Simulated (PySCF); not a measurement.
Building multiplets from coupling constants

Geometry:
```csv
atom,x (Å),y (Å),z (Å)
F1,-1.040,0.889,-0.025
C2,0.043,0.082,0.019
F3,1.154,0.849,0.015
H4,0.015,-0.493,0.949
H5,0.047,-0.549,-0.874
```

Calculated, not measured (PySCF): geometry from PBE0-D3(BJ)/def2-TZVP, J: B3LYP/pcJ-2, shielding tensors at B97-2/pcSseg-2 (GIAO). Gas phase, no relativistic terms, one computed conformer, equivalent nuclei averaged.

Shifts are taken against calculated references (same method and geometry level): CFCl3 for ¹⁹F (175.98 ppm); TMS for ¹H (31.64 ppm).

Spectrometer: 800 MHz for ¹H. First-order analysis; couplings under 1 Hz (under 4 Hz in carbon signals) are ignored, and nearly equal couplings are merged; the smaller ones broaden or split the lines further.

**Question.** What pattern does F1/F3 show (¹⁹F)?

**Answer.** A triplet at δ -154.8: 57.7 Hz to H4/H5 (2 × ¹H, 2 bonds away). Lines in Hz from the centre (relative intensity): +57.7 (1), +0.0 (2), -57.7 (1). The outer lines are 115.4 Hz apart, the sum of the couplings kept, or 0.153 ppm at this field.

**Question.** What pattern does H4/H5 show (¹H)?

**Answer.** A triplet at δ 5.75: 57.7 Hz to F1/F3 (2 × ¹⁹F, 2 bonds away). Lines in Hz from the centre (relative intensity): +57.7 (1), +0.0 (2), -57.7 (1). The outer lines are 115.4 Hz apart, the sum of the couplings kept, or 0.144 ppm at this field.
